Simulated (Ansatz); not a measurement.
# SiNH2 (quartet): wave-function methods side by side at distance Si1–N2 = 2.074 Å, cc-pVDZ

Aim: climb from Hartree-Fock through coupled cluster and multireference methods for SiNH2 (quartet) at one geometry and basis, and see what each rung misses.

Program: Ansatz 0.2.0, Gaussian basis. Level of theory: cc-pVDZ, core rule «outside noble gas», up to 6 orbitals frozen. These are calculated values, not measurements.

The runs, in order: UHF; CCSD(T) on ROHF; CCSD(T) on UHF; BCCD(T) on ROHF; CISD; CCSDT(Q) on ROHF; CCSDT(Q) on UHF; CASSCF and MRCISD+Q, 5 electrons in 5 orbitals; CASSCF and NEVPT2, 5 electrons in 5 orbitals; CASSCF and MRCISD+Q, 11 electrons in 10 orbitals; CASSCF and NEVPT2, 11 electrons in 10 orbitals.

19 further runs of the same task are left out: 1 for a mislabelled method, 10 that didn't finish, 8 set aside as unsound or not needed.

## 1. The system

The geometry derives from a PBE0/def2-TZVP stationary point (not a proven minimum). One bond is set to the value named and the two fragments are kept rigid.

4 atoms, charge 0, spin multiplicity 4.

Atoms are counted from 1 here; the program's logs count them from 0.

Bond lengths: Si1–H3 1.470 Å, Si1–H4 1.470 Å. Angles: H3–Si1–H4 124.6°.

## 2. UHF

File in.yaml:

```yaml
crystal:
  periodic: [false, false, false]
  atoms:
    - {symbol: Si, position_ang: [0.000000, 0.000000, 0.627378]}
    - {symbol: N, position_ang: [0.000000, 0.000000, -1.446622]}
    - {symbol: H, position_ang: [0.000000, 1.301958, 1.310683]}
    - {symbol: H, position_ang: [0.000000, -1.301958, 1.310683]}
basis:
  gaussian: {orbitals: cc-pVDZ}
magnetization: {spin_polarized: true, initial_magnetization: 3}
hamiltonian: {xc: hf}
output: {orbitals: {seedname: orbitals}}
```

The run is started by

```bash
ansatz run in.yaml --threads 1 --pin off --events-out ev --progress --plain --max-ram 2393MiB
```

Further steps of the session: CCSD(T) on ROHF; CCSD(T) on UHF; BCCD(T) on ROHF; CISD; CCSDT(Q) on ROHF; CCSDT(Q) on UHF; CASSCF and MRCISD+Q, 5 electrons in 5 orbitals; CASSCF and NEVPT2, 5 electrons in 5 orbitals; CASSCF and MRCISD+Q, 11 electrons in 10 orbitals; CASSCF and NEVPT2, 11 electrons in 10 orbitals.

**Question.** What will the summary of the whole plan be? Wanted: UCCSDT(Q) below the RHF energy; RMP2 from UCCSDT(Q); UMP2 from UCCSDT(Q); RCCSD from UCCSDT(Q); RCCSD(T) from UCCSDT(Q); UCCSD(T) from UCCSDT(Q); RCCSDT(Q) from UCCSDT(Q); NEVPT2 pair from UCCSDT(Q); MRCISD+Q pair from UCCSDT(Q).

**Answer**, as computed:

| quantity | value |
| --- | --- |
| UCCSDT(Q) below the RHF energy | -6.5879 eV |
| RMP2 from UCCSDT(Q) | +128.1 kJ/mol |
| UMP2 from UCCSDT(Q) | +129.8 kJ/mol |
| RCCSD from UCCSDT(Q) | +22.0 kJ/mol |
| RCCSD(T) from UCCSDT(Q) | +5.7 kJ/mol |
| UCCSD(T) from UCCSDT(Q) | +5.7 kJ/mol |
| RCCSDT(Q) from UCCSDT(Q) | +0.2 kJ/mol |
| NEVPT2 pair from UCCSDT(Q) | +110.8 kJ/mol |
| MRCISD+Q pair from UCCSDT(Q) | +2.6 kJ/mol |
| NEVPT2 valence from UCCSDT(Q) | +102.7 kJ/mol |
| levels within 1 kcal/mol (43 meV) | RCCSDT, UCCSDT, RCCSDT(Q), MRCISD+Q pair, MRCISD+Q valence |
| T1 diagnostic | 0.023 |
| effectively unpaired electrons | 3.06 |

What this shows: RCCSD(T) lands +5.7 kJ/mol from the yardstick (0.9 % of the correlation energy). One determinant dominates. Of the multireference levels listed MRCISD+Q valence comes nearest in total energy (+2.1 kJ/mol), which doesn't show that its space is the better one. These misses are within one basis, not against nature; the frozen cores of restricted and unrestricted runs differ, which can shift their rows.
